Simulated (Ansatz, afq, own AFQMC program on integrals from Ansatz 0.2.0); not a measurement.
Integrals from Ansatz 0.2.0, then the random walk in our own AFQMC program (afq).

```yaml
crystal:
  periodic: [false, false, false]
  atoms:
    - {symbol: Si, position_ang: [-0.097076, 0.000000, 0.649427]}
    - {symbol: N, position_ang: [0.124850, 0.000000, -1.219443]}
    - {symbol: H, position_ang: [0.572727, -1.226824, 1.175111]}
    - {symbol: H, position_ang: [0.572727, 1.226824, 1.175111]}
    - {symbol: H, position_ang: [-0.087733, -0.830073, -1.750103]}
    - {symbol: H, position_ang: [-0.087733, 0.830073, -1.750103]}
basis:
  gaussian: {orbitals: 6-31G}
magnetization: {spin_polarized: true, initial_magnetization: 1}
correlation: {method: ccsd_t, electrons: outside_noble_gas, hamiltonian_folder: ham}
```

```sh
$ ansatz run in.yaml --threads 1 --pin off --events-out ev --progress --plain --max-ram 1382MiB
```

Options of the walk:

```
--method phaseless --trial hf --walkers 140 --populations 1 --least-time 40 --time-step 0.005 --steps-per-block 20 --equilibration-blocks 112 --max-blocks 600 --target-error 0.00129 --factor-cut 1e-05 --start spin_pure --seed 3581 --taylor-order 6
```

Times are imaginary, in 1/Eh. The walk had a cap of 512 s.

Output of the walk:

```
orbitals 24  electrons 7 6  factors 171 of 400
reference energy -345.59721937 Eh
CCSD correlation -0.18354104 Eh in 12 cycles, weight of the determinant in the CISD state 0.9040
energy of the start -345.597308 Eh
 block  time / (1/Eh)  mean weight  energy / Eh
     1     0.100  1.0017  -345.638813
     2     0.200  1.0017  -345.670791
     3     0.300  1.0017  -345.688660
     4     0.400  1.0008  -345.712144
     5     0.500  1.0020  -345.730087
     8     0.800  1.0001  -345.745917
    18     1.800  0.9989  -345.792366
    69     6.900  0.9993  -345.781734
   120    12.000  1.0000  -345.765525
   171    17.100  0.9986  -345.776101
   222    22.200  0.9997  -345.764008
   273    27.300  0.9996  -345.769042
   324    32.400  0.9997  -345.784885
   375    37.500  0.9992  -345.784958
   426    42.600  0.9992  -345.773816
   443    44.300  1.0000  -345.741072
   477    47.700  1.0002  -345.812283
   528    52.800  1.0002  -345.786182
   579    57.900  0.9983  -345.794282
   630    63.000  1.0009  -345.837188
   681    68.100  1.0006  -345.799443
   698    69.800  1.0001  -345.814965
blocks merged  error / Eh  count
     1  0.000819  600
     2  0.001085  300
     4  0.001410  150
     8  0.001731  75
    16  0.002067  37
    32  0.002063  18
    64  0.002435  9
energy -345.786173 +/- 0.002067 Eh
(rows thinned)
```

The run passed its tests (sampling time, drift between the halves within three errors, error under three times the target), which doesn't prove that it has relaxed. The second half of the sampling lies below the first by 1.5 errors of their difference, so the energy may still be moving and its error bar be too small.

Against this walk (error 56.2 meV) on the same determinant: CCSD(T) 54.8 meV higher (within the noise), CCSDT(Q) 27.6 meV higher (within the noise), a separate phaseless walk with a CISD trial and standard settings 54.5 ± 57.2 meV higher (within the noise). The error is statistical and leaves out the bias of the constraint.

Cautions: constraint bias not in the error; error above the target (56.2 against 35.1 meV).

The walk took 2.9 min on 1 thread of Arm Neoverse V1 (shared host). The log's last line is the phaseless energy.

CCSDT and higher add their correlation energy to the determinant of the CCSD(T) run, since their own runs factorise the integrals more tightly (a shift of under 2 meV). A walk keeps the symmetry of its determinant, which the program's search chose and which needn't be the lowest solution, so a lower state of the same spin and another symmetry isn't excluded.
